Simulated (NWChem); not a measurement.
# UHF/6-31+G(d) (spherical functions) run of CH4FSi (SMILES C[SiH]F)

What is the vertical ionisation energy of CH4FSi at UHF/6-31+G* (spherical functions)? 

The calculation is run with NWChem 7.3.0.

## (1) Starting point

The species is CH4FSi (7 atoms), meant as a doublet with charge 0. As SMILES, `C[SiH]F`. Geometry: relaxed at PBE0-D4/def2-TZVP.

Bond lengths: C1–Si2 1.864 Å, Si2–F3 1.609 Å, C1–H4 1.091 Å, C1–H5 1.093 Å, C1–H6 1.094 Å, Si2–H7 1.494 Å. Angles: C1–Si2–F3 108.7°, C1–Si2–H7 111.7°, F3–Si2–H7 106.7°, Si2–C1–H4 111.5°, Si2–C1–H5 109.9°, Si2–C1–H6 110.0°, H4–C1–H5 108.4°, H4–C1–H6 108.5°, H5–C1–H6 108.5°.

## (2) A single-point energy at UHF/6-31+G(d) (spherical functions)

File m1.nw:

```
start m1
memory stack 880 mb heap 220 mb global 1100 mb

geometry units angstroms noautosym nocenter noautoz
C    -0.653500    0.389500   -0.298000
Si    0.917400   -0.594100   -0.104100
F     0.640700   -1.812800    0.909600
H    -1.444900   -0.207800   -0.754100
H    -0.470200    1.260900   -0.931700
H    -1.000700    0.738300    0.679600
H     2.011300    0.226000    0.498700
end

basis spherical bse
* library 6-31+G*
end

scf
doublet
uhf
thresh 1e-08
maxiter 80
noprint "final vectors analysis"
end

task scf
```

Launch:

```sh
$ nwchem m1.nw > m1.out
```

What it wrote:

```text
[...]
  functions       =    66
[...]
  wavefunction    = UHF
[...]
         Total SCF energy =   -428.580002158712
      One electron energy =   -806.386151113010
      Two electron energy =    270.923689241526
 Nuclear repulsion energy =    106.882459712771
                       Sz =      0.5000
                 Sz(Sz+1) =      0.7500
                      S^2 =      0.7523
[...]
```

It took 11 s on 1 thread of AMD EPYC 9R14 (Zen 4), shared host; peak memory 0.099 GiB.

## (3) The singlet cation

File ch4fsi.nw:

```
start ch4fsi
title "CH4FSi energy"
memory total 2200 mb
charge 1

geometry noautosym nocenter noautoz
  C       -0.653500       0.389500      -0.298000
  Si       0.917400      -0.594100      -0.104100
  F        0.640700      -1.812800       0.909600
  H       -1.444900      -0.207800      -0.754100
  H       -0.470200       1.260900      -0.931700
  H       -1.000700       0.738300       0.679600
  H        2.011300       0.226000       0.498700
end

basis spherical bse
  * library 6-31+G*
end

scf
  thresh 1e-08
  maxiter 80
  noprint "final vectors analysis"
end

task scf energy
```

Launch:

```sh
$ nwchem ch4fsi.nw > ch4fsi.out
```

What it wrote:

```text
[...]
  functions       =    66
[...]
  wavefunction    = RHF
[...]
         Total SCF energy =   -428.272959772315
      One-electron energy =   -797.622397939623
      Two-electron energy =    262.466978454537
 Nuclear repulsion energy =    106.882459712771
        Time for solution =      7.9s
[...]
```

Wall time 9 s (1 thread of AMD EPYC 9R14 (Zen 4), shared host); peak memory 0.099 GiB.

## (4) Results

Level: UHF/6-31+G* (spherical functions).

```
                                          quantity          value
                      doublet CH4FSi: total energy  -428.58000 Eh
                     doublet CH4FSi: dipole moment         1.98 D
                              doublet CH4FSi: ⟨S²⟩          0.752
                      singlet cation: total energy  -428.27296 Eh
vertical ionisation energy (to the singlet cation)       8.355 eV
```

In words: Removing an electron at fixed nuclei costs 8.36 eV (806 kJ/mol). Only the singlet of the ionised species was computed; a triplet could lie lower. Mulliken charges (doublet CH4FSi) run from -0.91 on C1 to +0.72 on Si2; in a basis this large or diffuse they mean little. Mulliken charges (singlet cation) run from -0.96 on C1 to +1.31 on Si2; in a basis this large or diffuse they mean little.
